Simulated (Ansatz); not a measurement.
# PH3O4: a ladder of functionals and wavefunction methods

Aim: compute PH3O4 with functionals from several rungs and with coupled cluster. The yardstick is the atomisation energy at the CCSD(T) limit.

Method: functionals in def2-TZVPP, the program's frozen cores in correlated methods; program: Ansatz 0.2.0, Gaussian basis.

The runs, in order: LDA (SPW92), PBE-D4, revPBE-D4, BLYP-D4, r2SCAN-D4, B97M-V, PBE0-D4, B3LYP-D4, r2SCANh-D4, r2SCAN0-D4, HSE06-D4, BHLYP-D4, CAM-B3LYP-D4, LC-ωPBE, ωB97X-V, ωB97M-V, B2PLYP, PBE-QIDH; CCSD(T)/def2-SVP; CCSD(T)/def2-TZVPP; CCSD(T)/def2-QZVPP; extrapolation to the limit; RPA on PBE.

### Step 1. Structure used throughout

The geometry comes from an earlier relaxation with PBE0-D4 in a triple-zeta def2 set; it is a stationary point, not always the lowest conformer.

SMILES `O=P(O)(O)O`, 8 atoms, charge 0, spin multiplicity 1.

Atoms are counted from 1 here; the program's logs count them from 0.

Bond lengths: O1–P2 1.461 Å, P2–O3 1.584 Å, P2–O4 1.584 Å, P2–O5 1.584 Å, O3–H6 0.963 Å, O4–H7 0.963 Å, O5–H8 0.963 Å. Angles: O1–P2–O3 116.0°, O1–P2–O4 116.0°, O1–P2–O5 116.0°, O3–P2–O4 102.2°, O3–P2–O5 102.2°, O4–P2–O5 102.2°, P2–O3–H6 111.5°, P2–O4–H7 111.5°, P2–O5–H8 111.5°.

### Step 2. LDA

This LDA is Slater exchange with PW92 correlation.

Input file in.yaml:

```yaml
crystal:
  periodic: [false, false, false]
  atoms:
    - {symbol: O, position_ang: [-1.271474, 0.446408, 0.873009]}
    - {symbol: P, position_ang: [-0.114792, 0.040003, 0.079093]}
    - {symbol: O, position_ang: [1.241288, -0.151630, 0.874098]}
    - {symbol: O, position_ang: [0.314165, 1.029740, -1.080333]}
    - {symbol: O, position_ang: [-0.249404, -1.338025, -0.689444]}
    - {symbol: H, position_ang: [1.312585, 0.470026, 1.605805]}
    - {symbol: H, position_ang: [-0.448695, 1.470989, -1.467995]}
    - {symbol: H, position_ang: [-0.783673, -1.967512, -0.194233]}
basis:
  gaussian: {orbitals: def2-TZVPP}
hamiltonian: {xc: lda}
output: {orbitals: {seedname: orbitals}}
```

Run with:

```
> ansatz run in.yaml --threads 2 --pin off --events-out ev --progress --plain --max-ram 32768MiB --backend cpu
```

After this run come: PBE-D4 (GGA); revPBE-D4 (GGA); BLYP-D4 (GGA); r2SCAN-D4 (meta-GGA); B97M-V (meta-GGA); PBE0-D4 (hybrid); B3LYP-D4 (hybrid); r2SCANh-D4 (hybrid); r2SCAN0-D4 (hybrid); HSE06-D4 (hybrid); BHLYP-D4 (hybrid); CAM-B3LYP-D4 (range-separated); LC-ωPBE (range-separated); ωB97X-V (range-separated); ωB97M-V (range-separated); B2PLYP (double hybrid); PBE-QIDH (double hybrid); CCSD(T) in def2-SVP; CCSD(T) in def2-TZVPP; CCSD(T) in def2-QZVPP; RPA on PBE orbitals.

**Question.** What will the summary of the whole plan be? Wanted: atomisation energy, CCSD(T)/CBS; farthest beyond LDA; mean size of error, GGA; mean size of error, meta-GGA; mean size of error, hybrid; mean size of error, range-separated; mean size of error, double hybrid; gap, smallest and largest; T1 diagnostic.

As calculated:

| quantity | value |
| --- | --- |
| atomisation energy, CCSD(T)/CBS | 766.6 kcal/mol |
| functionals within 3.8 kcal/mol (0.5 %) | CAM-B3LYP-D4, ωB97X-V, ωB97M-V |
| farthest beyond LDA | BHLYP-D4 (-52.6 kcal/mol) |
| mean size of error, GGA | 10.8 kcal/mol |
| mean size of error, meta-GGA | 5.0 kcal/mol |
| mean size of error, hybrid | 23.0 kcal/mol |
| mean size of error, range-separated | 3.8 kcal/mol |
| mean size of error, double hybrid | 18.0 kcal/mol |
| gap, smallest and largest | 6.30 eV (BLYP-D4), 14.12 eV (LC-ωPBE) |
| T1 diagnostic | 0.0126 |
| triples share of the correlation energy | 3.6 % |

In words: The LDA atomisation energy is off by 143.9 kcal/mol (19 %): it overbinds. PBE-D4 is off by +14.0 kcal/mol. Double hybrids carry the basis error of their MP2 part in triple zeta, and no dispersion term here, so their miss is partly the set-up's. Taken by rung, range-separated functionals do best (3.8 kcal/mol on average) and hybrid ones worst beyond LDA (23.0 kcal/mol). The gap between the best rungs is small, so their order is not settled. The mean of the hybrids holds BHLYP, with half exact exchange. Misses under about 3.8 kcal/mol are within the doubt on the reference itself, which lacks core-valence correlation, relativity and higher excitations. Hartree-Fock recovers 63 % of the binding; the rest is correlation. CCSD(T) in def2-SVP is off by -103.2 kcal/mol, more than most functionals: a good method in a small basis is no reference. The gap grows from 6.3 to 14.1 eV across the functionals, mostly with the share of exact exchange.
